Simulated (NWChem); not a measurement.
# C2H3N (isocyanomethane) at 4 levels

Aim: a comparison of 4 runs (TPSSh/def2-SVP, TPSSh/def2-TZVP, TPSSh/def2-TZVPP, TDA-PBE0/6-31G*) of C2H3N (isocyanomethane). 

The results are computed with NWChem 7.3.0.

4 further runs of the same task are left out: 4 set aside as unsound or not needed.

**1. Starting point**

C2H3N: 6 atoms, total charge 0, spin state singlet. SMILES: `[C-]#[N+]C`. The shape is that of a PBE0-D4/def2-TZVP optimisation.

Bond lengths: C1–N2 1.164 Å, N2–C3 1.409 Å, C3–H4 1.091 Å, C3–H5 1.091 Å, C3–H6 1.091 Å. Angles: C1–N2–C3 180.0°, N2–C3–H4 109.9°, N2–C3–H5 109.9°, N2–C3–H6 109.9°, H4–C3–H5 109.1°, H4–C3–H6 109.1°, H5–C3–H6 109.1°.

**2. The charge distribution at TPSSh/def2-SVP (run 1)**

File c2h3n.nw:

```
start c2h3n
memory total 2200 mb

geometry noautosym nocenter noautoz
  C        0.799440      -1.723200       0.884040
  N        0.355210      -0.765800       0.392860
  C       -0.182520       0.393390      -0.201820
  H       -1.130780       0.156250      -0.686030
  H        0.510850       0.783150      -0.948300
  H       -0.352210       1.156210       0.559240
end

basis "ao basis" spherical bse
  * library def2-SVP
end

dft
  xc xctpssh
  grid fine
  convergence energy 1e-08
  iterations 100
  mulliken
  noprint "final vectors analysis"
end

property
  dipole
  quadrupole
  mulliken
end

task dft property
```

Run with:

```
$ nwchem c2h3n.nw > c2h3n.out
```

Log:

```text
[...]
          Wavefunction type:  closed shell.
          No. of atoms     :     6
          No. of electrons :    22
[...]
          Charge           :     0
          Spin multiplicity:     1
[...]
          AO basis - number of functions:    57
[...]
              XC Information
              --------------
                  TPSS hybrid Method XC Functional
                     Hartree-Fock (Exact) Exchange  0.100
                  TPSS metaGGA Exchange Functional  0.900
             TPSS03 metaGGA Correlation Functional  1.000
[...]
 d= 0,ls=0.0,diis     1   -132.6025966024 -1.93D+02  7.85D-03  1.74D-01     0.5
[...]
 d= 0,ls=0.0,diis     8   -132.6265957402 -5.40D-10  2.29D-06  1.67D-08     3.7
         Total DFT energy =     -132.626595740203
      One electron energy =     -296.844648044498
           Coulomb energy =      122.665136539420
    Exchange-Corr. energy =      -18.798685521576
 Nuclear repulsion energy =       60.351601286452
[...]
      Total Density - Mulliken Population Analysis
     ---------------------------------------------
    Atom       Charge   Shell Charges
 -----------   ------   -------------------------------------------------------
    1 C    6     6.18   1.99  1.06  0.79  1.68  0.60  0.06
    2 N    7     7.14   1.99  1.01  0.40  2.47  1.25  0.02
    3 C    6     5.88   1.99  0.90  0.09  2.12  0.75  0.04
    4 H    1     0.93   0.75  0.16  0.02
    5 H    1     0.93   0.75  0.16  0.02
    6 H    1     0.93   0.75  0.16  0.02
[...]
   Dipole moment        3.9156796544 Debye(s)
             DMX       -1.4940006653 DMXEFC        0.0000000000
             DMY        3.2203983100 DMYEFC        0.0000000000
             DMZ       -1.6521331342 DMZEFC        0.0000000000
   -EFC- dipole         0.0000000000 DEBYE(S)
   Total dipole         3.9156796544 DEBYE(S)
[...]
```

Wall time 4.5 s (1 thread of Intel Xeon 6975P-C (Granite Rapids), shared host); peak memory 0.11 GiB.

Atomic charges (e):

| atom | Mulliken | Löwdin |
| --- | --- | --- |
| C1 | -0.182 | -0.150 |
| N2 | -0.137 | -0.020 |
| C3 | +0.121 | +0.040 |
| H4 | +0.066 | +0.040 |
| H5 | +0.066 | +0.040 |
| H6 | +0.066 | +0.040 |

**3. The charge distribution at TPSSh/def2-TZVP (run 2)**

File geom.nw:

```
start geom
memory stack 880 mb heap 220 mb global 1100 mb

geometry units atomic noautosym nocenter noautoz
  C    1.51072265  -3.25637606   1.67059348
  N    0.67124962  -1.44715227   0.74239781
  C   -0.34491281   0.74339936  -0.38138453
  H   -2.13686451   0.29526971  -1.29640881
  H    0.96536659   1.47993901  -1.79202728
  H   -0.66558044   2.18492024   1.05681044
end

basis spherical bse
  * library def2-TZVP
end

dft
  xc xctpssh
  grid fine
  convergence energy 1e-08
  maxiter 100
  mulliken
  noprint "final vectors analysis"
end

property
  dipole
  quadrupole
  mulliken
end

task dft property
```

Run with:

```
$ nwchem geom.nw > geom.out
```

Log:

```text
[...]
          Wavefunction type:  closed shell.
          No. of atoms     :     6
          No. of electrons :    22
[...]
          Charge           :     0
          Spin multiplicity:     1
[...]
          AO basis - number of functions:   111
[...]
              XC Information
              --------------
                  TPSS hybrid Method XC Functional
                     Hartree-Fock (Exact) Exchange  0.100
                  TPSS metaGGA Exchange Functional  0.900
             TPSS03 metaGGA Correlation Functional  1.000
[...]
 d= 0,ls=0.0,diis     1   -132.7485722970 -1.93D+02  3.86D-03  2.79D-01     2.0
[...]
 d= 0,ls=0.0,diis     8   -132.7744671222  4.57D-09  2.56D-06  1.49D-07    13.9
         Total DFT energy =     -132.774467122154
      One electron energy =     -297.104156780267
           Coulomb energy =      122.808099947504
    Exchange-Corr. energy =      -18.830007257691
 Nuclear repulsion energy =       60.351596968299
[...]
      Total Density - Mulliken Population Analysis
     ---------------------------------------------
    Atom       Charge   Shell Charges
 -----------   ------   -------------------------------------------------------
    1 C    6     6.30   0.86  1.11  0.61  0.86  0.47  1.09  0.97  0.23  0.03  0.06  0.01
    2 N    7     6.93   0.82  1.15  0.58  0.65  0.05  1.58  1.57  0.45  0.01  0.04  0.01
    3 C    6     6.25   0.85  1.12  0.51  0.65  0.12  1.32  1.27  0.32  0.02  0.07  0.01
    4 H    1     0.84   0.27  0.47  0.08  0.02
    5 H    1     0.84   0.27  0.47  0.08  0.02
    6 H    1     0.84   0.27  0.47  0.08  0.02
[...]
   Dipole moment        3.9011859660 Debye(s)
             DMX       -1.4884684602 DMXEFC        0.0000000000
             DMY        3.2084793362 DMYEFC        0.0000000000
             DMZ       -1.6460175982 DMZEFC        0.0000000000
   -EFC- dipole         0.0000000000 DEBYE(S)
   Total dipole         3.9011859660 DEBYE(S)
[...]
```

Wall time 15 s (1 thread of Intel Xeon 6975P-C (Granite Rapids), shared host); peak memory 0.12 GiB.

Atomic charges (e):

| atom | Mulliken | Löwdin |
| --- | --- | --- |
| C1 | -0.298 | -0.240 |
| N2 | +0.073 | +0.140 |
| C3 | -0.251 | -0.290 |
| H4 | +0.159 | +0.130 |
| H5 | +0.159 | +0.130 |
| H6 | +0.159 | +0.130 |

Run 3 isn't shown in full; the table further down has it.

**4. The vertical excitations at TDA-PBE0/6-31G(d) (spherical functions) (run 4)**

File sp.nw:

```
start sp
title "C2H3N"
memory stack 880 mb heap 220 mb global 1100 mb

geometry units angstrom noautosym nocenter noautoz
  C        0.799440      -1.723200       0.884040
  N        0.355210      -0.765800       0.392860
  C       -0.182520       0.393390      -0.201820
  H       -1.130780       0.156250      -0.686030
  H        0.510850       0.783150      -0.948300
  H       -0.352210       1.156210       0.559240
end

basis spherical bse
  * library 6-31G*
end

dft
  xc pbe0
  mult 1
  grid fine
  convergence energy 0.01
  maxiter 100
  mulliken
  print low
end

tddft
  cis
  nroots 4
  notriplet
end

task tddft energy
```

Run with:

```
$ nwchem sp.nw > sp.out
```

Log:

```text
[...]
 d= 0,ls=0.0,diis     1   -132.5246404392 -1.93D+02  8.25D-03  2.04D-01     0.4
[...]
 d= 0,ls=0.0,diis     7   -132.5486038742 -3.03D-07  6.64D-06  4.78D-08     1.9
         Total DFT energy =     -132.548603874185
      One electron energy =     -297.080567345007
           Coulomb energy =      122.833683002019
    Exchange-Corr. energy =      -18.653320817649
 Nuclear repulsion energy =       60.351601286452
[...]
      Total Density - Mulliken Population Analysis
     ---------------------------------------------
    Atom       Charge   Shell Charges
 -----------   ------   -------------------------------------------------------
    1 C    6     6.07   2.00  0.76  1.64  1.02  0.59  0.06
    2 N    7     7.19   2.00  0.79  2.51  0.67  1.20  0.03
    3 C    6     6.41   2.00  0.67  2.13  0.63  0.94  0.05
    4 H    1     0.78   0.52  0.26
    5 H    1     0.78   0.52  0.26
    6 H    1     0.78   0.52  0.26
[...]
         Spin multiplicity :       1
[...]
              XC Information
              --------------
                  PBE0 Method XC Functional
              Hartree-Fock (Exact) Exchange   0.25
   PerdewBurkeErnzerhof Exchange Functional   0.75
     Perdew 1991 LDA Correlation Functional   1.00 local
    PerdewBurkeErnz. Correlation Functional   1.00 non-local
[...]
         Wavefunction type : Restricted singlets
          No. of electrons :      22
[...]
  Root   1 singlet a              0.303129466 a.u.                8.2486 eV
[...]
     Dipole Oscillator Strength                    0.0000003251
[...]
     Total Oscillator Strength                     0.0000004025
[...]
  Root   2 singlet a              0.315033913 a.u.                8.5725 eV
[...]
  Root   3 singlet a              0.315084408 a.u.                8.5739 eV
[...]
     Dipole Oscillator Strength                    0.0893184962
[...]
     Total Oscillator Strength                     0.0893245800
[...]
  Root   4 singlet a              0.315936669 a.u.                8.5971 eV
[...]
     Dipole Oscillator Strength                    0.0131511984
[...]
     Total Oscillator Strength                     0.0131547011
[...]
```

It took 13 s on 1 thread of Intel Xeon 6975P-C (Granite Rapids), shared host; peak memory 0.11 GiB.

The roots found:

| excited state | energy (eV) | strength | label |
| --- | --- | --- | --- |
| 1 | 8.249 | 0.0000 | singlet a |
| 2 | 8.573 | 0.0862 | singlet a |
| 3 | 8.574 | 0.0893 | singlet a |
| 4 | 8.597 | 0.0132 | singlet a |

**5. All runs side by side**

| run | level | SCF convergence threshold | task | energy (Eh) | dipole moment (D) | wall time |
| --- | --- | --- | --- | --- | --- | --- |
| 1 | TPSSh/def2-SVP | 1e-08 | properties | -132.626596 | 3.92 | 4.5 s |
| 2 | TPSSh/def2-TZVP | 1e-08 | properties | -132.774467 | 3.90 | 15 s |
| 3 | TPSSh/def2-TZVPP | 1e-08 | properties | -132.775389 | 3.90 | 22 s |
| 4 | TDA-PBE0/6-31G* (spherical functions) | 0.01 | excited | -132.548604 | – | 13 s |

**6. Summary of results**

| quantity | value |
| --- | --- |
| run 4: ground-state or mean-field energy | -132.54860 Eh |
| run 4: lowest singlet excitation energy | 8.25 eV |

Over runs 1, 2, 3 the dipole moment (its size) runs from 3.90 D (TPSSh/def2-TZVPP) to 3.92 D (TPSSh/def2-SVP). All runs together took 54 s, the longest 22 s.
